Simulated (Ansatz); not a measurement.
Write a Python script for the Python package of Ansatz (0.2.0) that makes a ranking of conformers of C3H5F2N, SMILES N=CCC(F)F. Level of theory (for the species named): B3LYP, def2-SVP basis, multiplicity 1.

The script, `run_conformers.py`:
```python
'''Conformer energies of C3H5F2N.'''

import ansatz as az
from rdkit import Chem
from rdkit.Chem import AllChem

rd = Chem.AddHs(Chem.MolFromSmiles('N=CCC(F)F'))
ids = list(AllChem.EmbedMultipleConfs(rd, numConfs=20, randomSeed=892, pruneRmsThresh=0.4))
field = [energy for _, energy in AllChem.MMFFOptimizeMoleculeConfs(rd)]
distinct = {round(e, 2): i for i, e in zip(ids, field)}
chosen = sorted(distinct.items())[:5]
found = []
for force_field, index in chosen:
    c3h5f2n = az.Crystal.molecule()
    for atom, xyz in zip(rd.GetAtoms(), rd.GetConformer(index).GetPositions()):
        c3h5f2n = c3h5f2n.atom(atom.GetSymbol(), xyz.round(5).tolist())
    model = c3h5f2n.calculation().basis(gaussian='def2-SVP').functional('b3lyp')
    found.append(model.run(threads=1, backend='cpu').report['free_energy_ev'])
print('conformer   MMFF (kcal/mol)   this level (eV)')
for (force_field, index), e in zip(chosen, found):
    print(f'{index:9d} {force_field - chosen[0][0]:17.2f} {(e - min(found)):17.3f}')
```

`python run_conformers.py` gives:
```text
conformer   MMFF (kcal/mol)   this level (eV)
        5              0.00             0.069
        4              0.63             0.053
        1              0.97             0.000
        3              1.40             0.081
```

Reading the output:
- The conformers keep their force-field geometries.
- b3lyp holds the VWN-RPA fit, as in Gaussian; the form of ORCA and Turbomole is b3lyp5.
- Hardware and time: 14 s on 1 thread of Arm Neoverse V1, on a shared host, peak memory 0.32 GiB.

(Lines on the test bed's own set-up are left out of the output.)
